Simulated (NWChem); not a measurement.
Program: NWChem. System: fluorine (F2), charge 0, spin multiplicity 1, at a geometry optimised with PBE0/def2-SVP. Level: CR-CCSD(T)/cc-pVQZ, 2 core orbitals frozen.

Input file:

```
start mol
memory heap 100 mb stack 700 mb global 1900 mb
geometry units angstroms nocenter noautoz
  F      0.000000     0.000000     0.688226
  F      0.000000     0.000000    -0.688226
  symmetry group D2h
end
basis spherical
  * library cc-pvqz
end
scf
  rhf
  nopen 0
  maxiter 100
  thresh 1e-7
  semidirect memsize 60000000 filesize 0
end
tce
  freeze core 2
  cr-ccsd(t)
  2eorb
  2emet 13
  thresh 1e-6
  maxiter 100
  tilesize 24
end
task tce energy
```

NWChem printed:

```
             Northwest Computational Chemistry Package (NWChem) 7.3.0
             --------------------------------------------------------

                                NWChem Input Module
                                -------------------

 Scaling coordinates for geometry "geometry" by  1.889725989
 (inverse scale =  0.529177249)

 Turning off AUTOSYM since
 SYMMETRY directive was detected!

                             Geometry "geometry" -> ""
                             -------------------------

 Output coordinates in angstroms (scale by  1.889725989 to convert to a.u.)

  No.       Tag          Charge          X              Y              Z
 ---- ---------------- ---------- -------------- -------------- --------------
    1 F                    9.0000     0.00000000     0.00000000     0.68822600
    2 F                    9.0000     0.00000000     0.00000000    -0.68822600

 Effective nuclear repulsion energy (a.u.)      31.1404663359

            Nuclear Dipole moment (a.u.)
            ----------------------------
        X                 Y               Z
 ---------------- ---------------- ----------------
     0.0000000000     0.0000000000     0.0000000000

      Symmetry information
      --------------------

 Group name             D2h
 Group number             26
 Group order               8
 No. of unique centers     1

      Symmetry unique atoms

     1


 Summary of "ao basis" -> "" (spherical)
 ------------------------------------------------------------------------------
       Tag                 Description            Shells   Functions and Types
 ---------------- ------------------------------  ------  ---------------------
 *                          cc-pvqz                   on all atoms

 Summary of "ao basis" -> "ao basis" (spherical)
 ------------------------------------------------------------------------------
       Tag                 Description            Shells   Functions and Types
 ---------------- ------------------------------  ------  ---------------------
 F                          cc-pvqz                 15       55   5s4p3d2f1g

                                 NWChem SCF Module
                                 -----------------

  ao basis        = "ao basis"
  functions       =   110
  atoms           =     2
  closed shells   =     9
  open shells     =     0
  charge          =   0.00
  wavefunction    = RHF
  use symmetry    = T
  symmetry adapt  = T

 Summary of "ao basis" -> "ao basis" (spherical)
 ------------------------------------------------------------------------------
       Tag                 Description            Shells   Functions and Types
 ---------------- ------------------------------  ------  ---------------------
 F                          cc-pvqz                 15       55   5s4p3d2f1g

      Symmetry analysis of basis
      --------------------------

        ag         22
        au          7
        b1g         7
        b1u        22
        b2g        13
        b2u        13
        b3g        13
        b3u        13

 Forming initial guess at       0.2s

      Superposition of Atomic Density Guess
      -------------------------------------

 Sum of atomic energies:        -198.83936982

      Non-variational initial energy
      ------------------------------

 Total energy =    -198.626644
 1-e energy   =    -340.709855
 2-e energy   =     110.942745
 HOMO         =      -0.486880
 LUMO         =      -0.164108

      Symmetry analysis of molecular orbitals - initial
[...]
    14      0.216327  1 F  pz                69      0.216327  2 F  pz
    11      0.186062  1 F  pz                66      0.186062  2 F  pz

 Vector   12  Occ=0.000000D+00  E= 6.440210D-01  Symmetry=b3u
              MO Center= -9.4D-20,  6.7D-34, -8.3D-17, r^2= 2.3D+00
   Bfn.  Coefficient  Atom+Function         Bfn.  Coefficient  Atom+Function
  ----- ------------  ---------------      ----- ------------  ---------------
    15      0.768877  1 F  px                70      0.768877  2 F  px
    12     -0.527163  1 F  px                67     -0.527163  2 F  px

 center of mass
 --------------
 x =   0.00000000 y =   0.00000000 z =   0.00000000

 moments of inertia (a.u.)
 ------------------
          64.269784759100           0.000000000000           0.000000000000
           0.000000000000          64.269784759100           0.000000000000
           0.000000000000           0.000000000000           0.000000000000

  Mulliken analysis of the total density
  --------------------------------------

    Atom       Charge   Shell Charges
 -----------   ------   -------------------------------------------------------
    1 F    9     9.00   1.98 -0.02  0.46  1.11  0.44  0.58  1.58  2.12  0.73  0.00  0.00  0.02  0.00  0.00  0.00
    2 F    9     9.00   1.98 -0.02  0.46  1.11  0.44  0.58  1.58  2.12  0.73  0.00  0.00  0.02  0.00  0.00  0.00

       Multipole analysis of the density wrt the origin
       ------------------------------------------------

     L   x y z        total         open         nuclear
     -   - - -        -----         ----         -------
     0   0 0 0     -0.000000      0.000000     18.000000

     1   1 0 0      0.000000      0.000000      0.000000
     1   0 1 0      0.000000      0.000000      0.000000
     1   0 0 1      0.000000      0.000000      0.000000

     2   2 0 0     -6.994642      0.000000      0.000000
     2   1 1 0      0.000000      0.000000      0.000000
     2   1 0 1     -0.000000      0.000000      0.000000
     2   0 2 0     -6.994642      0.000000      0.000000
     2   0 1 1      0.000000      0.000000      0.000000
     2   0 0 2     -6.551500      0.000000     30.446146

                   NWChem Extensible Many-Electron Theory Module
                   ---------------------------------------------


            General Information
            -------------------
      Number of processors :     1
         Wavefunction type : Restricted Hartree-Fock
          No. of electrons :    18
           Alpha electrons :     9
            Beta electrons :     9
           No. of orbitals :   220
            Alpha orbitals :   110
             Beta orbitals :   110
        Alpha frozen cores :     2
         Beta frozen cores :     2
     Alpha frozen virtuals :     0
      Beta frozen virtuals :     0
         Spin multiplicity : singlet
    Number of AO functions :   110
       Number of AO shells :    30
        Use of symmetry is : on
      Symmetry adaption is : on
         Schwarz screening : 0.10D-09

          Correlation Information
          -----------------------
          Calculation type : Coupled-cluster singles & doubles w/ perturbation
   Perturbative correction : Completely renormalized (T)
            Max iterations :      100
        Residual threshold : 0.10D-05
     T(0) DIIS level shift : 0.00D+00
     L(0) DIIS level shift : 0.00D+00
     T(1) DIIS level shift : 0.00D+00
     L(1) DIIS level shift : 0.00D+00
     T(R) DIIS level shift : 0.00D+00
     T(I) DIIS level shift : 0.00D+00
   CC-T/L Amplitude update :  5-th order DIIS
                I/O scheme : Global Array Library
        L-threshold :  0.10D-05
        EOM-threshold :  0.10D-05
 no EOMCCSD initial starts read in
 TCE RESTART OPTIONS
 SLICE:      F
 D4D5:       F
 quantumc:   F
 qrotation:  F
 pwtce:      F
 qducc:      F
 nacto:                         0
 nrotv:                         0
 nrot:                          0

            Memory Information
            ------------------
          Available GA space size is     249024700 doubles
          Available MA space size is     104853756 doubles

 Maximum block size supplied by input
 Maximum block size        24 doubles

 tile_dim =     20

 -------------------------------------------------

 Global array virtual files algorithm will be used

 Parallel file system coherency ......... OK

 4-electron integrals stored in orbital form

 v2    file size   =          3619240
 4-index algorithm nr.  13 is used
 imaxsize =       30
 imaxsize ichop =        0


CCSD iterations
 ---------------------------------------------------------
 Iter          Residuum       Correlation     Cpu    Wall
 ---------------------------------------------------------
    1   0.2374224683834  -0.5654096522431     2.6     2.6
    2   0.0507233862177  -0.5545969257545     2.5     2.5
    3   0.0185546860650  -0.5650800400731     2.1     2.1
    4   0.0079839412901  -0.5647093039710     2.2     2.2
    5   0.0037603451278  -0.5656505576021     2.5     2.5
    6   0.0013875160726  -0.5658783517913     2.9     2.9
    7   0.0007659266043  -0.5659356125731     2.6     2.6
    8   0.0004764693824  -0.5659332339505     2.3     2.3
    9   0.0003151789063  -0.5659359440566     2.1     2.1
   10   0.0002086075750  -0.5659384793305     2.4     2.4
   11   0.0000204292357  -0.5659444252086     2.4     2.4
   12   0.0000093401690  -0.5659427748693     2.8     2.8
   13   0.0000047361155  -0.5659431734055     2.5     2.5
   14   0.0000025974073  -0.5659429941680     2.4     2.4
   15   0.0000014709735  -0.5659429912154     2.7     2.7
   16   0.0000003122333  -0.5659429344849     3.0     3.0
 -----------------------------------------------------------------
 Iterations converged
 CCSD correlation energy / hartree =        -0.565942934484871
 CCSD total energy / hartree       =      -199.338175788174823

 Singles contributions

 Doubles contributions
    10b1u (alpha)    10b1u (beta ) ---     7ag  (alpha)     7ag  (beta )       -0.1428953575
 CR-CCSD(T)

 CR-CCSD[T]  correction energy / hartree =        -0.017213481333447
 CR-CCSD[T] correlation energy / hartree =        -0.583156415818318
 CR-CCSD[T] total energy / hartree       =      -199.355389269508265
 CR-CCSD(T)  correction energy / hartree =        -0.016585141791979
 CR-CCSD(T) correlation energy / hartree =        -0.582528076276850
 CR-CCSD(T) total energy / hartree       =      -199.354760929966801

 Task  times  cpu:      152.7s     wall:      152.7s

 Total times  cpu:      152.8s     wall:      152.8s
```
